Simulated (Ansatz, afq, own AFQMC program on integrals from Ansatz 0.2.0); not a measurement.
# SiH$_{2}$, triplet in cc-pVDZ, levels against full CI

```csv
atom,x (Å),y (Å),z (Å)
Si,0.0000,-0.1031,0.0000
H,0.0000,1.4357,-2.5964
H,0.0000,1.4357,2.5964
```

Basis cc-pVDZ. Noble-gas cores (and the filled d shells of Ga–Kr and In–Xe) are frozen. Integrals, coupled cluster, full CI and functionals: Ansatz 0.2.0; the random walks run on the same integrals in our own AFQMC program. ph-AFQMC/CISD is guided by a CISD state made of CCSD amplitudes; releasing the constraint for a short imaginary time cuts its bias at the price of noise, slowly where states lie close. ± is one standard error of the sampling.

Determinant: ROHF, the one that the program's search chose, which needn't be the lowest solution. The geometry is a point of a scan.

Full CI on the same integrals is exact in this basis and with this determinant's frozen core.

Cautions: lower spins were not checked; a spin-contaminated unrestricted determinant lies lower (UHF 1.83 eV lower, ⟨S²⟩ 2.94); the search met a lower determinant of the same kind, perhaps of another symmetry (23 meV lower); strong correlation (T1 0.126, weight of the determinant 0.66, largest double 0.38); (T) is large, 6 % of the CCSD correlation; the CCSD(T) amplitudes may be one of several solutions (largest double 0.38); the CCSDT(Q) amplitudes may be one of several solutions (largest double 0.45); the CCSDTQ amplitudes may be one of several solutions (largest double 0.43); the released energies are still falling, so no released level is given (meV from the phaseless value at times in 1/Eh: -3 ± 5 at 0.24, -11 ± 5 at 0.51, -20 ± 5 at 0.99, -27 ± 5 at 1.62, -37 ± 4 at 2.40).

- T1 diagnostic: 0.1262
- weight of the determinant in the CISD state: 0.664
- size of the correlated space: 6 electrons in 23 orbitals

Reference: full CI, correlation energy -3.909 eV. The cautions show a poor starting determinant, so the rows tell how each method copes with it here, and full CI is the sure value.

| level | E − E(reference) (kJ/mol) | share of correlation (%) |
| --- | --- | --- |
| HF | 377.2 | 0.00 |
| MP2 | 160.9 | 57.34 |
| CCSD | 29.7 | 92.13 |
| CCSD(T) | 8.3 | 97.79 |
| CCSDT | 4.8 | 98.74 |
| CCSDT(Q) | 2.0 | 99.46 |
| CCSDTQ | 0.3 | 99.92 |
| ph-AFQMC/HF | 63.5 ± 3.8 | 83.16 |
| ph-AFQMC/CISD | 13.5 ± 0.6 | 96.41 |

CCSDT and higher add their correlation energy to the determinant of the CCSD(T) run, since their own runs factorise the integrals more tightly (a shift of under 2 meV).
